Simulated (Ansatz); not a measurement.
# BHOSi: the cost of one run

All numbers below are computed with Ansatz 0.2.0 (RKS PBE0-D4/6-31G*).

### Step 1. The starting structure

Bond lengths: B1–Si2 1.921 Å, B1–O3 1.333 Å, Si2–O3 1.694 Å, Si2–H4 1.470 Å. Angles: B1–Si2–O3 42.7°, B1–Si2–H4 139.8°, O3–Si2–H4 97.1°, Si2–B1–O3 59.5°, B1–O3–Si2 77.8°.

As a file:

```xyz
4

B     0.0448   -1.4257    0.4779
Si    0.6294    0.3633    0.0922
O    -0.7866   -0.5502   -0.0860
H     0.1124    1.6126   -0.4841
```

### Step 2. Relaxing the start

The input, input.yaml:

```yaml
crystal:
  periodic: [false, false, false]
  atoms:
    - { symbol: B, position_ang: [0.04484, -1.4257, 0.4779] }
    - { symbol: Si, position_ang: [0.62936, 0.36332, 0.09217] }
    - { symbol: O, position_ang: [-0.7866, -0.55024, -0.08597] }
    - { symbol: H, position_ang: [0.11241, 1.61262, -0.4841] }
basis:
  gaussian: { orbitals: "6-31G*" }
hamiltonian:
  xc: pbe0
  dispersion: d4
relax:
  f_tol: 0.02
  max_steps: 40
scf:
  lower_state_search: "off"
output:
  orbitals: {}
```

The run is started by

```console
$ ansatz run input.yaml --threads 1 --pin off --max-ram 2048MiB --backend cpu --events-out ev --progress --plain --runs-dir out
```

What time and memory should one allow on 1 thread of an Arm CPU, shared host?

About 13 s, with a peak of 0.11 GiB.
